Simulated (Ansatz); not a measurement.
**BS, doublet: energies of several shapes or isomers**

Program: Ansatz, Gaussian basis, development build. Basis cc-pVTZ on B, cc-pV(T+d)Z on S, nonrelativistic, 6 orbitals frozen in the corrections; active space CAS(9,8). Restricted Hartree–Fock, then the lowest state-specific CASSCF solution met for each case. Single-reference values can break down or jump between states where bonds are stretched. Unlike active orbitals can shift such differences by tenths of an eV, at times by over 1 eV.

Case A: bond length 1.6090 Å.

Case B: bond length 1.4481 Å.

Case C: bond length 2.5744 Å. A bond is stretched, to 1.36 times the sum of the covalent radii.

Energy less that of case A, in eV:

```
case  RHF/ROHF  CASSCF
   B    +0.671  +0.816
   C    +3.603  +3.817
```

Question: What does SC-NEVPT2 give for these differences?

Answer: B: +0.815 eV (18.8 kcal/mol); C: +3.738 eV (86.2 kcal/mol).

Question: Which case is lowest, and do the methods agree?

Answer: A is lowest in SC-NEVPT2. Of the methods shown, RHF/ROHF, CASSCF agree.
